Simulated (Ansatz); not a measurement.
We consider rock-salt HfC, described by PBEsol (PAW; Ansatz, a program for electronic structure).

Numerical settings: plane-wave cutoff 560 eV, 16×16×16 k mesh, Fermi–Dirac smearing 0.1 eV, perturbation theory, scalar-relativistic PAW data made under PBE.

Computed at the level's own relaxed cell.

```yaml
crystal:
  lattice:
    - [0.00000, 2.30341, 2.30341]
    - [2.30341, 0.00000, 2.30341]
    - [2.30341, 2.30341, 0.00000]
  atoms:
    - { symbol: Hf, position: [0.00000, 0.00000, 0.00000] }
    - { symbol: C, position: [0.50000, 0.50000, 0.50000] }
```

Harmonic phonon frequencies (cm⁻¹; i marks an imaginary mode):

```
q point              frequencies
-------  -----------------------
Γ                            [?]
X        155 155 198 506 506 584
U                            [?]
L        138 138 242 559 559 696
```

### Question
Some entries are withheld; supply them.

### Answer

- Γ, frequencies: 0 0 0 454 454 454
- U, frequencies: 153 188 193 537 583 614

No imaginary mode appears at these points.
